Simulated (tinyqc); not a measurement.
Stretching all distances: RHF, UHF, MP2, CISD and CCSD against full CI in the sto-6g basis, for CH+, spin multiplicity 1. Computed by the program tinyqc with PySCF. All coordinates are multiplied by the scale. c0^2 is the weight of the RHF determinant in the lowest singlet FCI state (UHF is spin-contaminated and may lie near states of higher spin) and n(LUMO) the first natural occupation beyond the occupied space.

Geometry (angstrom):
```
atom       x       y       z
C     0.0000  0.0000  0.0000
H     0.0000  0.0000  1.0550
```

Full CI energy (hartree) and errors against it (kcal/mol):
```
scale  distance 1-2 (angstrom)     E(FCI)      RHF     UHF     MP2    CISD   CCSD  <S^2> UHF   c0^2  n(LUMO)
1.000                    1.055  -37.87211   36.350  27.905  16.973   1.031  0.126      0.559  0.928    0.063
1.210                    1.277  -37.88814   41.303  35.139  18.850   1.511  0.165      0.504  0.924    0.057
1.420                    1.498  -37.86463   48.746  43.403  22.294   2.356  0.248      0.492  0.908    0.077
1.630                    1.720  -37.83192   58.603  48.895  27.292   3.670  0.362      0.774  0.873    0.145
1.850                    1.952  -37.80119   71.121  42.658  33.943   5.611  0.482      1.048  0.811    0.253
2.060                    2.173  -37.77978   84.373  35.792  41.039   7.907  0.550      1.028  0.729    0.386
2.270                    2.395  -37.76627   97.714  31.231  47.864  10.339  0.544      1.010  0.636    0.530
2.480                    2.616  -37.75874  109.904  28.581  53.323  12.549  0.474      1.003  0.549    0.662
```

What does the comparison show, and why?

UHF lies below RHF over the whole range. The weight c0^2 goes from 0.93 to 0.55 and n(LUMO) from 0.06 to 0.66: static correlation grows as the bonds break into open-shell fragments. The spread of the error along the curve, which distorts its shape, is CCSD 0.4, CISD 11.5, UHF 21.0, MP2 36.3, RHF 73.6 kcal/mol.
